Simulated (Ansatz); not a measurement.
**H3N: relaxing the atoms, harmonic vibrations and single point, part 1 of 2**

Aim: for H3N, 9 runs in a chain (relaxing the atoms, harmonic vibrations and single point).

Program: Ansatz 0.2.0. Level of theory: DFT wB97X-V, Gaussian basis aug-cc-pVTZ, and further levels as typed in the inputs. These are calculated values, not measurements.

### Step 1. The starting structure

Bond lengths: N1–H2 1.012 Å, N1–H3 1.012 Å, N1–H4 1.012 Å. Angles: H2–N1–H3 106.8°, H2–N1–H4 106.8°, H3–N1–H4 106.8°.

Structure file:

```xyz
4

N     0.0000    0.0000    0.0000
H    -0.3791    0.0000    0.9383
H    -0.3791   -0.8126   -0.4692
H    -0.3791    0.8126   -0.4692
```

### Step 2. Relaxing the atoms: H3N

Contents of input.yaml:

```yaml
relax:
  f_tol: 0.001
  max_steps: 200
crystal:
  periodic: [false, false, false]
  atoms:
    - { symbol: "N", position_ang: [0.0, 0.0, 0.0] }
    - { symbol: H, position_ang: [-0.379102, 0.0, 0.93831] }
    - { symbol: H, position_ang: [-0.379102, -0.8126, -0.469155] }
    - { symbol: H, position_ang: [-0.379102, 0.8126, -0.469155] }
basis:
  gaussian: { orbitals: aug-cc-pVTZ }
hamiltonian:
  xc: { name: wB97X-V }
```

Launch:

```console
$ ansatz run input.yaml --threads 4 --pin off --max-ram 6144MiB --backend cpu --events-out ev --progress --plain --runs-dir out
```

What it wrote (excerpt; [...] marks lines left out):

```text
Warning: RAYON_NUM_THREADS=4 ignored (pool sized by the plan → 4); use --threads N
[...]
Functional definition: wB97X-V
[...]
      + integral(e_c_pw_opposite_spin*poly(b97_u_opposite, cos0, cos1)) + vv10(b, c)
397 factors; their error is unknown
198 factors; integrals over basis functions are off by at most 7.2e-6 eV
[...]
mean field -1539.13645365 eV, -56.5622214073 hartree, gradient 8.1e-5 eV, S^2 0.000000; 0 other end points of the search recorded, 0 dependent functions left out
[...]
reference -1539.13645172 eV, -56.5622213364 hartree; 5, 5 occupied and 110, 110 virtual orbitals, 397 factors
relax step   1: F+E_penalty+E_count = -1539.13645365 eV  Δ(F+E_penalty+E_count) = +0.000e0 eV  max|allowed force component| = 7.496e-2 eV/Å  Δτ_max = 0.0000 Å  (25 SCF iters, accepted)
[...]
relax step   4: F+E_penalty+E_count = -1539.13681124 eV  Δ(F+E_penalty+E_count) = +1.344e-5 eV  max|allowed force component| = 2.930e-2 eV/Å  Δτ_max = 0.0018 Å  (31 SCF iters, rejected (line search))
[...]
relax step   5: F+E_penalty+E_count = -1539.13683209 eV  Δ(F+E_penalty+E_count) = -7.408e-6 eV  max|allowed force component| = 6.012e-5 eV/Å  Δτ_max = 0.0008 Å  (31 SCF iters, accepted)
397 factors; their error is unknown
198 factors; integrals over basis functions are off by at most 7.2e-6 eV
[...]
mean field -1539.13683209 eV, -56.5622353148 hartree, gradient 2.2e-5 eV, S^2 0.000000; 1 other end points of the search recorded, 0 dependent functions left out
[...]
reference -1539.13683016 eV, -56.5622352438 hartree; 5, 5 occupied and 110, 110 virtual orbitals, 397 factors
Total energy: -1539.13683016 eV, -56.5622352438 hartree
Atom 0 at    -0.004253     0.000000    -0.000001 Å, force    -0.000060     0.000000     0.000001 eV/Å
Atom 1 at    -0.377685    -0.000000     0.941753 Å, force     0.000020     0.000000     0.000010 eV/Å
Atom 2 at    -0.377684    -0.815583    -0.470876 Å, force     0.000020    -0.000009    -0.000005 eV/Å
Atom 3 at    -0.377684     0.815583    -0.470876 Å, force     0.000020     0.000009    -0.000005 eV/Å
Dipole moment:    -0.319132     0.000000     0.000000 e Å
```

Wall time 3.7 s (4 threads of Intel Xeon 6975P-C (Granite Rapids), shared host); peak memory 0.19 GiB.

Step by step:

```csv
step,energy from step 1 (eV),largest force component (eV/Å)
1,0.0000,0.0750
2,-0.0003,0.0256
3,-0.0004,0.0167
4,-0.0004,0.0293
5,-0.0004,0.0001
```

Step 1 is the start. Step 4 was tried and not accepted.

Before: Bond lengths: N1–H2 1.012 Å, N1–H3 1.012 Å, N1–H4 1.012 Å. Angles: H2–N1–H3 106.8°, H2–N1–H4 106.8°, H3–N1–H4 106.8°.

After: Bond lengths: N1–H2 1.013 Å, N1–H3 1.013 Å, N1–H4 1.013 Å. Angles: H2–N1–H3 107.2°, H2–N1–H4 107.2°, H3–N1–H4 107.2°.

### Step 3. Harmonic vibrations

It takes the final geometry of step 2.

Contents of input.yaml:

```yaml
crystal:
  periodic: [false, false, false]
  atoms:
    - { symbol: "N", position_ang: [-0.00425256, 0.0, -1.31e-06] }
    - { symbol: H, position_ang: [-0.37768483, 0.0, 0.94175281] }
    - { symbol: H, position_ang: [-0.3776843, -0.81558273, -0.47087575] }
    - { symbol: H, position_ang: [-0.3776843, 0.81558273, -0.47087575] }
basis:
  gaussian: { orbitals: aug-cc-pVTZ }
hamiltonian:
  xc: { name: wB97X-V }
phonons: {}
```

Launch:

```console
$ ansatz run input.yaml --threads 4 --pin off --max-ram 6144MiB --backend cpu --events-out ev --progress --plain --runs-dir out
```

What it wrote (excerpt; [...] marks lines left out):

```text
Warning: RAYON_NUM_THREADS=4 ignored (pool sized by the plan → 4); use --threads N
[...]
[... 1 set-up line as earlier in the session ...]
[...]
      + integral(e_c_pw_opposite_spin*poly(b97_u_opposite, cos0, cos1)) + vv10(b, c)
397 factors; their error is unknown
198 factors; integrals over basis functions are off by at most 7.2e-6 eV
[...]
mean field -1539.13683209 eV, -56.5622353148 hartree, gradient 8.2e-5 eV, S^2 0.000000; 0 other end points of the search recorded, 0 dependent functions left out
[...]
reference -1539.13683016 eV, -56.5622352438 hartree; 5, 5 occupied and 110, 110 virtual orbitals, 397 factors
[...]
397 factors; their error is unknown
198 factors; integrals over basis functions are off by at most 7.2e-6 eV
[...]
mean field -1539.13676694 eV, -56.5622329206 hartree, gradient 1.4e-6 eV, S^2 0.000000; 0 other end points of the search recorded, 0 dependent functions left out
[...]
reference -1539.13678556 eV, -56.5622336048 hartree; 5, 5 occupied and 110, 110 virtual orbitals, 397 factors
[...]
397 factors; their error is unknown
198 factors; integrals over basis functions are off by at most 7.2e-6 eV
mean field -1539.13678748 eV, -56.5622336757 hartree, gradient 1.4e-6 eV, S^2 0.000000; 0 other end points of the search recorded, 0 dependent functions left out
[...]
reference -1539.13678555 eV, -56.5622336047 hartree; 5, 5 occupied and 110, 110 virtual orbitals, 397 factors
Total energy: -1539.13683016 eV, -56.5622352438 hartree
Atom 0 at    -0.004253     0.000000    -0.000001 Å, force    -0.000050     0.000000     0.000000 eV/Å
Atom 1 at    -0.377685     0.000000     0.941753 Å, force     0.000017    -0.000000     0.000014 eV/Å
Atom 2 at    -0.377684    -0.815583    -0.470876 Å, force     0.000017    -0.000012    -0.000007 eV/Å
Atom 3 at    -0.377684     0.815583    -0.470876 Å, force     0.000017     0.000012    -0.000007 eV/Å
Dipole moment:    -0.319129    -0.000000     0.000001 e Å
Vibrations: 1026.36 1667.23 1667.27 3511.89 3633.42 3633.43 cm⁻¹, zero-point energy 0.938535 eV
```

Run time: 9 s. Hardware: 4 threads of Intel Xeon 6975P-C (Granite Rapids), shared host; peak memory 0.19 GiB.

Harmonic frequencies from the force constants, with rigid motions projected out (i: imaginary):

```csv
mode,cm⁻¹
1,1026
2,1667
3,1667
4,3512
5,3634
6,3634
```

### Step 4. Relaxing the atoms

Contents of input.yaml:

```yaml
relax:
  f_tol: 0.001
  max_steps: 200
  escape_saddle: false
crystal:
  periodic: [false, false, false]
  atoms:
    - { symbol: "N", position_ang: [0.0, 0.0, 0.0] }
    - { symbol: H, position_ang: [0.0, 0.0, 1.0] }
    - { symbol: H, position_ang: [0.0, -0.866025, -0.5] }
    - { symbol: H, position_ang: [0.0, 0.866025, -0.5] }
basis:
  gaussian: { orbitals: aug-cc-pVTZ }
hamiltonian:
  xc: { name: wB97X-V }
```

Launch:

```console
$ ansatz run input.yaml --threads 4 --pin off --max-ram 6144MiB --backend cpu --events-out ev --progress --plain --runs-dir out
```

What it wrote (excerpt; [...] marks lines left out):

```text
Warning: RAYON_NUM_THREADS=4 ignored (pool sized by the plan → 4); use --threads N
[...]
[... 1 set-up line as earlier in the session ...]
[...]
      + integral(e_c_pw_opposite_spin*poly(b97_u_opposite, cos0, cos1)) + vv10(b, c)
397 factors; their error is unknown
198 factors; integrals over basis functions are off by at most 1.0e-5 eV
[...]
mean field -1538.93614560 eV, -56.5548602224 hartree, gradient 4.4e-5 eV, S^2 0.000000; 0 other end points of the search recorded, 0 dependent functions left out
[...]
reference -1538.93614366 eV, -56.5548601511 hartree; 5, 5 occupied and 110, 110 virtual orbitals, 397 factors
relax step   1: F+E_penalty+E_count = -1538.93614560 eV  Δ(F+E_penalty+E_count) = +0.000e0 eV  max|allowed force component| = 9.411e-2 eV/Å  Δτ_max = 0.0000 Å  (24 SCF iters, accepted)
[...]
relax step   3: F+E_penalty+E_count = -1538.93641745 eV  Δ(F+E_penalty+E_count) = -1.066e-5 eV  max|allowed force component| = 7.216e-5 eV/Å  Δτ_max = 0.0004 Å  (22 SCF iters, accepted)
397 factors; their error is unknown
198 factors; integrals over basis functions are off by at most 1.0e-5 eV
[...]
mean field -1538.93641745 eV, -56.5548702126 hartree, gradient 4.6e-6 eV, S^2 0.000000; 1 other end points of the search recorded, 0 dependent functions left out
[...]
reference -1538.93641551 eV, -56.5548701414 hartree; 5, 5 occupied and 110, 110 virtual orbitals, 397 factors
Total energy: -1538.93641551 eV, -56.5548701414 hartree
Atom 0 at     0.000000    -0.000000    -0.000000 Å, force     0.000000    -0.000000    -0.000006 eV/Å
Atom 1 at    -0.000000     0.000000     0.998075 Å, force    -0.000000     0.000000     0.000072 eV/Å
Atom 2 at    -0.000000    -0.864359    -0.499038 Å, force     0.000000    -0.000063    -0.000033 eV/Å
Atom 3 at    -0.000000     0.864359    -0.499038 Å, force     0.000000     0.000063    -0.000033 eV/Å
Dipole moment:    -0.000000    -0.000000    -0.000000 e Å
```

Run time: 2 s. Hardware: 4 threads of Intel Xeon 6975P-C (Granite Rapids), shared host; peak memory 0.18 GiB.

The steps of the relaxation:

| step | energy from step 1 (eV) | largest force component (eV/Å) |
| --- | --- | --- |
| 1 | 0.0000 | 0.0941 |
| 2 | -0.0003 | 0.0187 |
| 3 | -0.0003 | 0.0001 |

Step 1 is the start.

Before: Bond lengths: N1–H2 1.000 Å, N1–H3 1.000 Å, N1–H4 1.000 Å. Angles: H2–N1–H3 120.0°, H2–N1–H4 120.0°, H3–N1–H4 120.0°.

After: Bond lengths: N1–H2 0.998 Å, N1–H3 0.998 Å, N1–H4 0.998 Å. Angles: H2–N1–H3 120.0°, H2–N1–H4 120.0°, H3–N1–H4 120.0°.

### Step 5. Harmonic vibrations

It takes the final geometry of step 4.

Contents of input.yaml:

```yaml
crystal:
  periodic: [false, false, false]
  atoms:
    - { symbol: "N", position_ang: [0.0, 0.0, -1.3e-07] }
    - { symbol: H, position_ang: [0.0, 0.0, 0.99807547] }
    - { symbol: H, position_ang: [0.0, -0.86435941, -0.49903767] }
    - { symbol: H, position_ang: [0.0, 0.86435941, -0.49903767] }
basis:
  gaussian: { orbitals: aug-cc-pVTZ }
hamiltonian:
  xc: { name: wB97X-V }
phonons: {}
```

Launch:

```console
$ ansatz run input.yaml --threads 4 --pin off --max-ram 6144MiB --backend cpu --events-out ev --progress --plain --runs-dir out
```

What it wrote (excerpt; [...] marks lines left out):

```text
Warning: RAYON_NUM_THREADS=4 ignored (pool sized by the plan → 4); use --threads N
[...]
[... 1 set-up line as earlier in the session ...]
[...]
      + integral(e_c_pw_opposite_spin*poly(b97_u_opposite, cos0, cos1)) + vv10(b, c)
397 factors; their error is unknown
198 factors; integrals over basis functions are off by at most 1.0e-5 eV
[...]
mean field -1538.93641745 eV, -56.5548702126 hartree, gradient 4.5e-5 eV, S^2 0.000000; 0 other end points of the search recorded, 0 dependent functions left out
[...]
reference -1538.93641551 eV, -56.5548701414 hartree; 5, 5 occupied and 110, 110 virtual orbitals, 397 factors
[...]
397 factors; their error is unknown
198 factors; integrals over basis functions are off by at most 1.0e-5 eV
[...]
mean field -1538.93625207 eV, -56.5548641353 hartree, gradient 2.1e-6 eV, S^2 0.000000; 0 other end points of the search recorded, 0 dependent functions left out
[...]
reference -1538.93625014 eV, -56.5548640641 hartree; 5, 5 occupied and 110, 110 virtual orbitals, 397 factors
[...]
397 factors; their error is unknown
198 factors; integrals over basis functions are off by at most 1.0e-5 eV
[...]
mean field -1538.93639256 eV, -56.5548692982 hartree, gradient 1.7e-6 eV, S^2 0.000000; 0 other end points of the search recorded, 0 dependent functions left out
[...]
reference -1538.93639063 eV, -56.5548692269 hartree; 5, 5 occupied and 110, 110 virtual orbitals, 397 factors
WARN: phonons: modes at or below zero, which the zero-point energy, F, S and C_V leave out: 1, the lowest at -806.80 cm⁻¹. A minimum has none, and a first-order saddle one
Total energy: -1538.93641551 eV, -56.5548701414 hartree
Atom 0 at     0.000000     0.000000    -0.000000 Å, force     0.000000    -0.000000    -0.000007 eV/Å
Atom 1 at     0.000000     0.000000     0.998075 Å, force    -0.000000     0.000000     0.000075 eV/Å
Atom 2 at     0.000000    -0.864359    -0.499038 Å, force     0.000000    -0.000065    -0.000034 eV/Å
Atom 3 at     0.000000     0.864359    -0.499038 Å, force     0.000000     0.000065    -0.000034 eV/Å
Dipole moment:    -0.000000    -0.000000    -0.000000 e Å
Vibrations: -806.80 1574.65 1574.67 3644.45 3845.97 3845.98 cm⁻¹, zero-point energy 0.898000 eV
```

Run time: 3 s. Hardware: 4 threads of Intel Xeon 6975P-C (Granite Rapids), shared host; peak memory 0.18 GiB.

Harmonic frequencies from the force constants, with rigid motions projected out (i: imaginary):

```csv
mode,cm⁻¹
1,807i
2,1575
3,1575
4,3645
5,3846
6,3846
```

### Step 6. Relaxing the atoms: unrestricted wB97X-V, Gaussian basis aug-cc-pVTZ

Contents of input.yaml:

```yaml
relax:
  f_tol: 0.001
  max_steps: 200
crystal:
  periodic: [false, false, false]
  atoms:
    - { symbol: "N", position_ang: [0.0, 0.0, 0.0] }
    - { symbol: H, position_ang: [0.0, 0.0, 1.055] }
    - { symbol: H, position_ang: [0.0, -0.913657, -0.5275] }
    - { symbol: H, position_ang: [0.0, 0.913657, -0.5275] }
basis:
  gaussian:
    orbitals: aug-cc-pVTZ
    occupation: { up: { A1: 4, B2: 1 }, down: { A1: 3, B1: 1, B2: 1 } }
hamiltonian:
  xc: { name: wB97X-V }
magnetization:
  spin_polarized: true
output:
  orbitals: {}
```

Launch:

```console
$ ansatz run input.yaml --threads 4 --pin off --max-ram 6144MiB --backend cpu --events-out ev --progress --plain --runs-dir out
```

What it wrote (excerpt; [...] marks lines left out):

```text
Warning: RAYON_NUM_THREADS=4 ignored (pool sized by the plan → 4); use --threads N
[...]
[... 1 set-up line as earlier in the session ...]
[...]
      + integral(e_c_pw_opposite_spin*poly(b97_u_opposite, cos0, cos1)) + vv10(b, c)
397 factors; their error is unknown
172 factors; integrals over basis functions are off by at most 1.4e-5 eV
[...]
mean field -1533.37868068 eV, -56.3506271537 hartree, gradient 5.4e-6 eV, S^2 1.004595; 0 other end points of the search recorded, 0 dependent functions left out
[...]
reference -1533.37868336 eV, -56.3506272521 hartree; 5, 5 occupied and 110, 110 virtual orbitals, 397 factors
relax step   1: F+E_penalty+E_count = -1533.37868068 eV  Δ(F+E_penalty+E_count) = +0.000e0 eV  max|allowed force component| = 1.519e-1 eV/Å  Δτ_max = 0.0000 Å  (47 SCF iters, accepted)
[...]
relax step   3: F+E_penalty+E_count = -1533.37998125 eV  Δ(F+E_penalty+E_count) = -3.136e-4 eV  max|allowed force component| = 1.485e-3 eV/Å  Δτ_max = 0.0028 Å  (30 SCF iters, accepted)
[...]
relax step   4: F+E_penalty+E_count = -1533.37998138 eV  Δ(F+E_penalty+E_count) = -1.282e-7 eV  max|allowed force component| = 1.388e-5 eV/Å  Δτ_max = 0.0001 Å  (24 SCF iters, accepted)
397 factors; their error is unknown
172 factors; integrals over basis functions are off by at most 1.4e-5 eV
mean field -1533.37998138 eV, -56.3506749533 hartree, gradient 1.6e-6 eV, S^2 1.004753; 1 other end points of the search recorded, 0 dependent functions left out
[...]
reference -1533.37998407 eV, -56.3506750522 hartree; 5, 5 occupied and 110, 110 virtual orbitals, 397 factors
Total energy: -1533.37998407 eV, -56.3506750522 hartree
Atom 0 at    -0.000000     0.000000    -0.000000 Å, force     0.000000     0.000000     0.000003 eV/Å
Atom 1 at     0.000000     0.000000     1.060761 Å, force    -0.000000    -0.000000     0.000015 eV/Å
Atom 2 at     0.000000    -0.918642    -0.530380 Å, force    -0.000000    -0.000009    -0.000009 eV/Å
Atom 3 at     0.000000     0.918642    -0.530380 Å, force     0.000000     0.000009    -0.000009 eV/Å
Dipole moment:    -0.000000     0.000000    -0.000090 e Å
```

It took 4.2 s on 4 threads of Intel Xeon 6975P-C (Granite Rapids), shared host; peak memory 0.22 GiB.

The steps of the relaxation:

| step | energy from step 1 (eV) | largest force component (eV/Å) |
| --- | --- | --- |
| 1 | 0.0000 | 0.1519 |
| 2 | -0.0010 | 0.0740 |
| 3 | -0.0013 | 0.0015 |
| 4 | -0.0013 | 0.0000 |

Step 1 is the start.

Before: Bond lengths: N1–H2 1.055 Å, N1–H3 1.055 Å, N1–H4 1.055 Å. Angles: H2–N1–H3 120.0°, H2–N1–H4 120.0°, H3–N1–H4 120.0°.

After: Bond lengths: N1–H2 1.061 Å, N1–H3 1.061 Å, N1–H4 1.061 Å. Angles: H2–N1–H3 120.0°, H2–N1–H4 120.0°, H3–N1–H4 120.0°.

### Step 7. Harmonic vibrations

It takes the final geometry of step 6.

Contents of input.yaml:

```yaml
crystal:
  periodic: [false, false, false]
  atoms:
    - { symbol: "N", position_ang: [0.0, 0.0, -1.8e-07] }
    - { symbol: H, position_ang: [0.0, 0.0, 1.06076106] }
    - { symbol: H, position_ang: [0.0, -0.91864221, -0.53038044] }
    - { symbol: H, position_ang: [0.0, 0.91864221, -0.53038044] }
basis:
  gaussian:
    orbitals: aug-cc-pVTZ
    initial_orbitals: start.molden
    maximum_overlap: true
hamiltonian:
  xc: { name: wB97X-V }
phonons: {}
magnetization:
  spin_polarized: true
```

Launch:

```console
$ ansatz run input.yaml --threads 4 --pin off --max-ram 6144MiB --backend cpu --events-out ev --progress --plain --runs-dir out
```

What it wrote (excerpt; [...] marks lines left out):

```text
Warning: RAYON_NUM_THREADS=4 ignored (pool sized by the plan → 4); use --threads N
[...]
[... 1 set-up line as earlier in the session ...]
[...]
      + integral(e_c_pw_opposite_spin*poly(b97_u_opposite, cos0, cos1)) + vv10(b, c)
[...]
397 factors; their error is unknown
198 factors; integrals over basis functions are off by at most 1.1e-5 eV
[...]
mean field -1533.37998145 eV, -56.3506749559 hartree, gradient 2.2e-6 eV, S^2 1.004753; 0 other end points of the search recorded, 0 dependent functions left out
[...]
reference -1533.37998414 eV, -56.3506750548 hartree; 5, 5 occupied and 110, 110 virtual orbitals, 397 factors
[...]
397 factors; their error is unknown
198 factors; integrals over basis functions are off by at most 1.1e-5 eV
[...]
mean field -1533.37987727 eV, -56.3506711276 hartree, gradient 1.6e-6 eV, S^2 1.004753; 0 other end points of the search recorded, 0 dependent functions left out
[...]
397 factors; their error is unknown
198 factors; integrals over basis functions are off by at most 1.1e-5 eV
[...]
mean field -1533.37996702 eV, -56.3506744257 hartree, gradient 6.2e-6 eV, S^2 1.004761; 0 other end points of the search recorded, 0 dependent functions left out
[...]
reference -1533.37996971 eV, -56.3506745247 hartree; 5, 5 occupied and 110, 110 virtual orbitals, 397 factors
Total energy: -1533.37998414 eV, -56.3506750548 hartree
Atom 0 at     0.000000     0.000000    -0.000000 Å, force    -0.000000    -0.000000     0.000003 eV/Å
Atom 1 at     0.000000     0.000000     1.060761 Å, force    -0.000000    -0.000000     0.000015 eV/Å
Atom 2 at     0.000000    -0.918642    -0.530380 Å, force    -0.000000    -0.000009    -0.000009 eV/Å
Atom 3 at     0.000000     0.918642    -0.530380 Å, force     0.000000     0.000009    -0.000009 eV/Å
Dipole moment:    -0.000000     0.000000    -0.000090 e Å
Vibrations: 861.49 1216.72 1216.79 2611.54 2611.65 2633.57 cm⁻¹, zero-point energy 0.691321 eV
Checks for a lower state left out: stability, starts, cluster_reference, orbital_swaps, neighbouring_geometries, increment
```

Wall time 5.6 s (4 threads of Intel Xeon 6975P-C (Granite Rapids), shared host); peak memory 0.19 GiB.

Harmonic frequencies from the force constants, with rigid motions projected out (i: imaginary):

```csv
mode,cm⁻¹
1,862
2,1217
3,1217
4,2612
5,2612
6,2634
```

(Continued in part 2 of 2.)
